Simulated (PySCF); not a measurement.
## Two structures, one formula

Two relaxed structures of LiSi₂H₃, closed shell (PBE0-D4/def2-TZVP; forces vanish, vibrations not checked).

A:

```
6
angstrom
Li 0.8345 -1.6095 -0.6168
Si -1.4428 -0.8103 -0.1745
Si -0.0016 0.8509 -0.0181
H -0.4388 -1.5959 0.7601
H -0.1434 2.1464 -0.7402
H 1.2115 0.9740 0.8595
```

B:

Li1  (-1.595, 0.026, -1.208)
Si2  (-0.118, -1.491, -0.181)
Si3  (0.319, 0.601, 0.241)
H4  (0.845, -2.204, 0.719)
H5  (-0.604, 1.496, -0.593)
H6  (1.155, 1.561, 1.013)
(Å)

PySCF 2.14 with density fitting (its default auxiliary sets; JK sets also for MP2 and CCSD(T)); basis: def2-TZVPP; cores frozen in the correlated methods. The outer core shell of Li, Na, Mg and K is correlated. B3LYP uses VWN-RPA correlation.

**Question.** Which structure is lower at CCSD(T), and by how much? (An estimate is asked for; the value comes from the calculation.)

**Answer.** By the calculation: B, by 0.015 eV (electronic energy, against the other); a gap this small isn't resolved in one triple-zeta basis. By their contacts, A is LiSi₂H₃ ([H]1[Li]2[SiH2][Si]12) and B is LiSi₂H₃ ([H]1[Li]2[SiH][SiH]12).

**Question.** Do the other methods give the same order? (Judge from chemistry; the calculation decides.)

**Answer.** By the calculation: Not all: wB97M-V gives the other order.

```
   method  E(B) − E(A) (eV)
   PBE-D4            -0.008
r2SCAN-D4            -0.040
  PBE0-D4            -0.020
 B3LYP-D4            -0.010
  wB97M-V             0.006
       HF            -0.042
      MP2            -0.032
     CCSD            -0.018
  CCSD(T)            -0.015
```

No T1 diagnostic of these runs exceeds 0.018. The restricted Hartree–Fock reference is unstable towards an unrestricted one at one or more of these structures.

Labels in which every atom is bracketed show which atoms are joined, not bond orders.

For scale, one of the runs: CCSD(T)/def2-TZVPP, 145 basis functions, launched by `OMP_NUM_THREADS=2 python run.py`. Hardware: 2 CPU threads of an Arm Neoverse V1, shared host. Wall time 110 s; peak host memory 0.67 GiB.
